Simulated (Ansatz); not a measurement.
# BH2LiS: the cost of one run

Program: Ansatz 0.2.0. Level of theory: UKS PBE-D4/def2-SVP. These are calculated values, not measurements.

### Step 1. The system as given

Bond lengths: Li1–S2 2.158 Å, S2–B3 1.739 Å, B3–H4 1.173 Å, B3–H5 1.184 Å. Angles: Li1–S2–B3 105.4°, S2–B3–H4 118.2°, S2–B3–H5 121.1°, H4–B3–H5 120.6°.

Coordinates:

```xyz
5

Li    1.2105   -1.0911    1.7708
S    -0.2990   -1.1744    0.2309
B    -0.2989    0.4040   -0.5000
H    -1.0426    0.6061   -1.3841
H     0.4300    1.2554   -0.1177
```

### Step 2. Relaxing end A

File input.yaml:

```yaml
crystal:
  periodic: [false, false, false]
  atoms:
    - { symbol: Li, position_ang: [1.21052, -1.09107, 1.77081] }
    - { symbol: S, position_ang: [-0.29902, -1.17442, 0.23089] }
    - { symbol: B, position_ang: [-0.29894, 0.40398, -0.49995] }
    - { symbol: H, position_ang: [-1.04258, 0.60611, -1.38405] }
    - { symbol: H, position_ang: [0.43002, 1.25539, -0.1177] }
magnetization:
  spin_polarized: true
basis:
  gaussian: { orbitals: def2-SVP }
hamiltonian:
  xc: pbe
  dispersion: d4
relax:
  f_tol: 0.02
  max_steps: 50
```

Command:

```
ansatz run input.yaml --threads 1 --pin off --max-ram 2048MiB --backend cpu --events-out ev --progress --plain --runs-dir out
```

Q: Estimate wall time and peak memory on 1 thread of Arm Neoverse N1, shared host.

About 32 s, with a peak of 0.14 GiB.
